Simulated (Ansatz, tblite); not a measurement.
Cost and result up the ladder for the cluster Si3H5 (the lowest doublet isomer of a short search) (8 atoms). Total charge 0; doublet. Geometry: PBE0-D4/def2-TZVP.

Cartesian coordinates in Å:
```
Si 1.544 -0.434 -0.578
Si 0.208 1.124 0.471
Si -0.730 -0.808 -0.586
H -1.560 -0.365 -1.736
H 1.940 -1.274 0.606
H -0.248 2.335 -0.257
H -1.375 -1.931 0.141
H 0.221 1.353 1.938
```

Ansatz on 4 threads of AMD EPYC 7B13 on a shared host; xTB runs through tblite on one thread. Times are rough, summed over both states, and most runs start from the orbitals of an earlier one. No level here is sound enough to serve as a yardstick. The other state is a singlet.

The xTB rows come from tblite. The structure comes from a short search, and lower isomers may exist.

Run but left out: HF/def2-TZVPP (charge +1 singlet: restricted singlet, unstable towards broken spin symmetry).

Raw xTB energies of ions are shifted by several eV, and xTB has no spin-polarisation term.

| level | functions | vertical IE (eV) | remarks |
| --- | --- | --- | --- |
| GFN2-xTB | 32 | 10.25 | – |
| GFN1-xTB | 37 | 11.40 | – |
| PBE0-D4/def2-TZVP | 141 | 7.99 | restricted SCF unstable in HF (+1 singlet) |
| PBE-D4/def2-TZVP (with forces) | 141 | 7.87 | restricted SCF unstable in HF (+1 singlet) |
| r2SCAN-D4/def2-TZVP | 141 | 8.02 | restricted SCF unstable in HF (+1 singlet) |

(1) Estimate how long each takes.

## Answers

(1) GFN2-xTB 0.008 s; GFN1-xTB 0.01 s; PBE-D4/def2-TZVP (with forces) 2.2 s; PBE0-D4/def2-TZVP 2.8 s; r2SCAN-D4/def2-TZVP 4.2 s. On shared hardware such times vary by a factor of up to 3.
